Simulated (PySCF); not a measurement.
PySCF input (B3PW91/6-31G* (5d)):

```python
from pyscf import gto, dft

mol = gto.M(
    atom='''
    O     0.00702152    0.00134342    0.11666744
    H    -0.04995842    0.75929218   -0.47415850
    H    -0.00621371   -0.77003954   -0.45918106
    ''',
    basis='6-31g*',
    charge=0,
    spin=0,
    verbose=4,
)

mf = dft.RKS(mol, xc='b3pw91')
mf.grids.level = 3
mf.conv_tol = 1e-9
mf.max_cycle = 100
mf.max_memory = 1500
mf.kernel()
if not mf.converged:
    mf = mf.newton()
    mf.kernel(mf.make_rdm1())
mf.dip_moment()
```

What final total energy does it give?

-76.37978 Eh.
